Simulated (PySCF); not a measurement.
Compound: CH3CH2CHFCH3, C4H9F.
Atom-mapped SMILES: `[CH3:1][CH2:2][C@H:3]([CH3:4])[F:5]` (hydrogens: H6, H7, H8 on C1; H9, H10 on C2; H11 on C3; H12, H13, H14 on C4)

The same species was optimised twice, with GFN2-xTB and with PBE0-D3(BJ)/def2-SVP (PySCF), and the same property calculations (PySCF, gas phase) were run on both structures.

| coordinate | GFN2-xTB | PBE0-D3(BJ)/def2-SVP | change |
| --- | --- | --- | --- |
| C1–H6 (Å) | 1.088 | 1.102 | +0.014 |
| C4–H12 (Å) | 1.086 | 1.100 | +0.014 |
| C4–H14 (Å) | 1.088 | 1.101 | +0.013 |
| C1–H8 (Å) | 1.087 | 1.100 | +0.013 |
| C1–H7 (Å) | 1.087 | 1.099 | +0.012 |
| C2–H10 (Å) | 1.092 | 1.104 | +0.012 |
| C2–H9 (Å) | 1.091 | 1.103 | +0.012 |
| C4–H13 (Å) | 1.087 | 1.099 | +0.012 |
| C3–C4 (Å) | 1.521 | 1.511 | -0.010 |
| C2–C3 (Å) | 1.526 | 1.516 | -0.010 |
| C3–H11 (Å) | 1.099 | 1.107 | +0.008 |
| C1–C2 (Å) | 1.524 | 1.519 | -0.005 |
| C3–F5 (Å) | 1.387 | 1.387 | 0.000 |
| H9–C2–H10 (°) | 108.3 | 106.4 | -1.9 |
| C2–C3–H11 (°) | 110.6 | 109.3 | -1.3 |
| F5–C3–H11 (°) | 105.2 | 106.4 | +1.2 |
| C1–C2–C3 (°) | 112.0 | 113.2 | +1.2 |
| C2–C3–C4 (°) | 112.9 | 113.9 | +1.0 |
| C2–C1–H8 (°) | 110.4 | 111.4 | +1.0 |
| C4–C3–H11 (°) | 110.8 | 109.9 | -0.9 |
| H6–C1–H7 (°) | 108.5 | 107.7 | -0.8 |
| C1–C2–C3–C4 (°) | -177 | 179 | -4 |

Rotational constants: A = 8176, B = 3475, C = 2698 MHz (GFN2-xTB) against A = 8259, B = 3483, C = 2702 MHz (PBE0-D3(BJ)/def2-SVP). Point groups within 0.08 Å: C1 and C1.

On the GFN2-xTB structure: HOMO (eV) -8.96 [PBE0/pcSseg-1]; LUMO (eV) 1.56 [PBE0/pcSseg-1]; dipole (D) 1.81 [PBE0/pcSseg-1]; GIAO shielding of C1 (ppm) 173.8 [PBE0/pcSseg-1]; GIAO shielding of C2 (ppm) 151.9 [PBE0/pcSseg-1]; GIAO shielding of C3 (ppm) 92.3 [PBE0/pcSseg-1]; GIAO shielding of C4 (ppm) 162.3 [PBE0/pcSseg-1]; GIAO shielding of F5 (ppm) 383.9 [PBE0/pcSseg-1].

Q: What do these properties become on the PBE0-D3(BJ)/def2-SVP structure?

A: 
```
                                    property          level  on GFN2-xTB  on PBE0-D3(BJ)/def2-SVP  change
                                   HOMO (eV)  PBE0/pcSseg-1        -8.96                    -8.96    0.00
                                   LUMO (eV)  PBE0/pcSseg-1         1.56                     1.51   -0.05
                                  dipole (D)  PBE0/pcSseg-1         1.81                     1.81    0.00
energy, GFN2-xTB geometry as zero (kcal/mol)  PBE0/pcSseg-1          0.0                     -0.4    -0.4
                  GIAO shielding of C1 (ppm)  PBE0/pcSseg-1        173.8                    172.2    -1.6
                  GIAO shielding of C2 (ppm)  PBE0/pcSseg-1        151.9                    151.0    -0.9
                  GIAO shielding of C3 (ppm)  PBE0/pcSseg-1         92.3                     93.5    +1.2
                  GIAO shielding of C4 (ppm)  PBE0/pcSseg-1        162.3                    160.9    -1.4
                  GIAO shielding of F5 (ppm)  PBE0/pcSseg-1        383.9                    382.9    -1.0
```

The heavy atoms differ by 0.027 Å rms after alignment. Among all bonds C1–H6, C1–H8, C4–H12 and C4–H14 change most and about equally (+0.013 to +0.014 Å). Changes are differences of the printed values. Neither structure is proved a minimum here.

Shape of the structure used: `[CH3:1][CH2:2][C@H:3]([CH3:4])[F:5]`: C1–C2–C3–C4 179°.
